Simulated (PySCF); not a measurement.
## `C[C@H]1C[P@@H](=S)C1`, C$_{4}$H$_{9}$PS

Cartesian coordinates in Å; atom numbers follow the order of the lines, from 1:
```xyz
15

C    -1.824    0.291   -0.372
C    -0.446   -0.346   -0.356
C     0.702    0.561   -0.851
P     1.808   -0.115    0.475
S     3.048    0.934    1.514
C     0.124   -0.632    1.052
H    -2.123    0.521   -1.392
H    -1.825    1.214    0.205
H    -2.559   -0.386    0.058
H    -0.464   -1.269   -0.940
H     1.000    0.452   -1.892
H     0.500    1.615   -0.645
H     2.310   -1.284   -0.108
H    -0.239    0.090    1.788
H    -0.015   -1.639    1.442
```

Computed with GIAO B3LYP/pcSseg-1 magnetisability, rotational g tensor and spin-rotation constants, non-relativistic, gas phase (PySCF). Geometry: GFN2-xTB.

(1) Give the nuclear spin-rotation constants along the inertial axes (H = +C I·J) beside the isotropic shieldings.

(2) How do the rotational constants and the g tensor change when H7, H8, H9, H10, H11, H12, H13, H14, H15 are replaced by deuterium?

Results:

(1) Rotational constants 6.4191, 1.2262, 1.1846 GHz. A star marks the isotopologue with that one atom substituted, in its own axes.
| atom | isotope | Caa (kHz) | Cbb (kHz) | Ccc (kHz) | mean (kHz) | σ (ppm) |
| --- | --- | --- | --- | --- | --- | --- |
| P4 | 31P | 8.664 | 2.088 | 2.029 | 4.260 | 316.1 |
| H7 | 1H | -0.427 | -0.022 | -0.137 | -0.195 | 30.5 |
| H8 | 1H | -0.641 | -0.152 | 0.019 | -0.258 | 30.9 |
| H9 | 1H | -0.433 | -0.022 | -0.136 | -0.197 | 30.5 |
| H10 | 1H | -0.527 | -0.146 | 0.015 | -0.219 | 29.8 |
| H11 | 1H | -0.701 | -0.004 | -0.081 | -0.262 | 29.1 |
| H12 | 1H | -0.790 | -0.128 | 0.035 | -0.294 | 30.0 |
| H13 | 1H | -0.575 | -0.108 | 0.086 | -0.199 | 24.6 |
| H14 | 1H | -0.790 | -0.127 | 0.034 | -0.294 | 30.0 |
| H15 | 1H | -0.701 | -0.005 | -0.080 | -0.262 | 29.1 |
| C1 | 13C* | 0.941 | 0.219 | 0.187 | 0.449 | 155.1 |
| C2 | 13C* | 1.150 | 0.182 | 0.184 | 0.505 | 155.7 |
| C3 | 13C* | 0.939 | 0.275 | 0.266 | 0.493 | 131.2 |
| S5 | 33S* | 1.258 | 0.162 | 0.242 | 0.554 | 669.8 |

For the geometry as given, no vibrational averaging.

(2) Constants 4.8292, 1.0913, 1.0524 GHz; g -0.0118, -0.0103, -0.0137, against -0.0155, -0.0111, -0.0149 before.
